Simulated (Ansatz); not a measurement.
AlBH$_{4}$O, SMILES `O[BH][AlH2]`, 7 atoms. The species carries charge 0 and has multiplicity 1. All runs use 2 threads of an AMD EPYC 9R45 on a shared host. Correlated methods freeze the cores. Open-shell runs search over several starts.

(1) How many basis functions does each run have, and how long does it take in Ansatz? RKS LC-ωPBE/def2-TZVPP energy; RKS ωB97M-V/def2-TZVPP energy and forces; UKS B3LYP-D4/def2-TZVPP energy of the cation; UKS B2PLYP (frozen core)/def2-TZVPP energy of the cation; UHF-CCSD(T)/def2-TZVPP energy of the cation; UKS ωB97M-V/def2-TZVPP energy of the cation; RKS PBE-D4/def2-TZVPP energy and forces; RKS ωB97M-V/def2-SVP energy; UKS r2SCAN-D4/def2-TZVPP energy of the cation; direct RPA on PBE orbitals/def2-TZVPP energy; UKS PBE0-D4/def2-TZVPP energy of the cation; RKS PBE0-D4/def2-TZVP frequencies. (Best estimate.)

Answers

(1) The calculation gave: Other jobs shared the machine, so times are rough.

| level | job | functions | wall time | peak host memory (GiB) |
| --- | --- | --- | --- | --- |
| RKS PBE-D4/def2-TZVPP | energy and forces | 160 | 0.7 s | 0.16 |
| RKS LC-ωPBE/def2-TZVPP | energy | 160 | 0.75 s | 0.32 |
| direct RPA on PBE orbitals/def2-TZVPP | energy | 160 | 0.95 s | 0.32 |
| RKS ωB97M-V/def2-SVP | energy | 66 | 1 s | 0.32 |
| UKS B3LYP-D4/def2-TZVPP | energy of the cation | 160 | 1.4 s | 0.34 |
| UKS PBE0-D4/def2-TZVPP | energy of the cation | 160 | 1.4 s | 0.34 |
| UKS r2SCAN-D4/def2-TZVPP | energy of the cation | 160 | 2.4 s | 0.32 |
| RKS ωB97M-V/def2-TZVPP | energy and forces | 160 | 2.5 s | 0.35 |
| UKS B2PLYP (frozen core)/def2-TZVPP | energy of the cation | 160 | 3.6 s | 0.45 |
| UKS ωB97M-V/def2-TZVPP | energy of the cation | 160 | 3.9 s | 0.49 |
| RKS PBE0-D4/def2-TZVP | frequencies | 123 | 17 s | 0.32 |
| UHF-CCSD(T)/def2-TZVPP | energy of the cation | 160 | 17 s | 2.7 |

B3LYP here is the variant with VWN-RPA as its local correlation; programs differ in this. LC-ωPBE has ω = 0.4 bohr⁻¹.
